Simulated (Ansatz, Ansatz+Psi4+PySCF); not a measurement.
Two shapes of singlet CH2O.

Shape 1:

```xyz
4

O     0.0000    0.0000    0.6835
C     0.0000    0.0000   -0.5366
H     0.0000    0.9344   -1.1242
H     0.0000   -0.9344   -1.1242
```

Shape 2:

```xyz
4

O     0.0000    0.0000    0.6702
C     0.0000    0.0000   -0.5499
H     0.0000    0.8921   -1.1109
H     0.0000   -0.8921   -1.1109
```

Basis set: cc-pVTZ (spherical functions). Left uncorrelated: 2 orbitals. Charge 0, multiplicity 1.

Computed with Ansatz (development build ahead of 0.2.0) and Psi4 1.11; each method stands on the lowest determinant of its kind that the runs found.

**Question.** Which shape is lower in energy, and by how much in each method?

**Answer.**

```tsv
method	E(2) − E(1) (eV)
RHF	0.038
RHF-MP2	0.073
RHF-CCSD(T)	0.081
```

Shape 1 is lower.
